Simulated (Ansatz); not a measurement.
# AlPt: computed properties

These are results of DFT PBEsol, scalar-relativistic, plane waves, PAW (Ansatz 0.2.0), not measurements.

Cutoff 420 eV; k points 8×8×8 on the computed 8-atom cell (Γ-centred); Gaussian smearing, width 0.10 eV; no spin polarisation.

The structure is relaxed at this level of theory with its symmetry kept. Whether it is the stable form of this composition wasn't checked.

The structure is cubic, space group P2_13 (No. 198). The conventional cell has a = 4.869 Å, b = 4.869 Å, c = 4.869 Å, α = 90.00°, β = 90.00°, γ = 90.00°. Al (site symmetry 3) is surrounded by 7 Pt at 2.60 to 2.61 Å. Pt (site symmetry 3) has 7 Al at 2.60 to 2.61 Å as nearest neighbours.

| Quantity | Value |
| --- | --- |
| Volume per atom | 14.42 Å³ |
| Formation energy from the elements' standard states (uncorrected) | -1.046 eV/atom |
| Kohn–Sham band gap | none (metal) |
| Density of states at the Fermi level | 0.83 states/eV per cell |
| Löwdin character within 0.5 eV of the Fermi level | Al 3p 42 %, Pt 5d 39 %, Al 3s 9 %, unprojected 5 % |
| Bulk modulus | 201 GPa |
| Its pressure derivative | 4.7 |
| Bader charges (e) | Al (4 in the cell) 2.07, Pt (4 in the cell) -2.07 |

Spin-orbit coupling is left out, which matters for the bands of heavy elements.